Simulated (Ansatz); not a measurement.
# AlSiH₅ (singlet): from Hartree-Fock to the top rungs at distance Al1–H4 along a hydrogen transfer = 1.639 Å, cc-pVDZ

One table from this session's results is given with a row withheld; the runs are named, their logs left out.

Computed with Ansatz 0.2.0, Gaussian basis. Level: cc-pVDZ, core rule «outside noble gas», up to 10 orbitals frozen.

Plan: UHF; CCSD(T) on RHF; BCCD(T) on RHF; CISD; CCSDT(Q) on RHF; CASSCF and NEVPT2, 2 electrons in 2 orbitals; CASSCF and NEVPT2, 8 electrons in 8 orbitals.

8 further runs of the same task are left out: 1 for a mislabelled method, 7 that didn't finish.

### What is computed

The geometry derives from fragments relaxed apart (PBE0/def2-TZVP) and kept rigid, so it is no stationary point. A hydrogen atom is moved between rigid fragments.

7 atoms, charge 0, spin multiplicity 1.

Atoms are counted from 1 here; the program's logs count them from 0.

Bond lengths: Al1–H2 1.586 Å, Al1–H3 1.586 Å, Al1–H4 1.639 Å, Si5–H6 1.526 Å, Si5–H7 1.526 Å. Angles: H2–Al1–H3 120.0°, H2–Al1–H4 120.0°, H3–Al1–H4 120.0°, H6–Si5–H7 91.2°.

Set-up of the first run:

in.yaml reads:

```yaml
crystal:
  periodic: [false, false, false]
  atoms:
    - {symbol: Al, position_ang: [-1.724139, 0.029322, 0.000000]}
    - {symbol: H, position_ang: [-2.517062, 1.402706, 0.000000]}
    - {symbol: H, position_ang: [-2.517063, -1.344062, 0.000000]}
    - {symbol: H, position_ang: [-0.085139, 0.029322, 0.000000]}
    - {symbol: Si, position_ang: [1.675861, 0.029322, 0.000000]}
    - {symbol: H, position_ang: [2.288042, -0.844962, 1.090012]}
    - {symbol: H, position_ang: [2.288042, -0.844962, -1.090012]}
basis:
  gaussian: {orbitals: cc-pVDZ}
magnetization: {spin_polarized: true, initial_magnetization: 0}
hamiltonian: {xc: hf}
output: {orbitals: {seedname: orbitals}}
```

Started as:

```console
> ansatz run in.yaml --threads 1 --pin off --events-out ev --progress --plain --max-ram 2393MiB
```

Steps of the session up to this table: UHF; CCSD(T) on RHF; BCCD(T) on RHF; CISD; CCSDT(Q) on RHF; CASSCF and NEVPT2, 2 electrons in 2 orbitals; CASSCF and NEVPT2, 8 electrons in 8 orbitals.

One table of the session follows, with a row left open; its other results are not shown here.

| method | from RCCSDT(Q) (kcal/mol) |
| --- | --- |
| RHF | +145.63 |
| RMP2 | +34.95 |
| CISD | +17.32 |
| RCCSD | ? |
| RCCSD(T) | +0.92 |
| BCCD(T) | +0.90 |
| RCCSDT | +0.14 |
| RCCSDT(Q) | 0 |
| CASSCF frontier | +107.83 |
| NEVPT2 frontier | +31.58 |

Q: Estimate the row for RCCSD from the others.

As computed: from RCCSDT(Q) (kcal/mol): +4.04. In the column «from RCCSDT(Q) (kcal/mol)» it lies between RCCSD(T) (+0.92) and CISD (+17.32).

Left out of the table: CASSCF pair, NEVPT2 pair (the active space lost an orbital or holds another state than full CI finds).

To keep in mind: Warnings in the runs' records: passed over end.
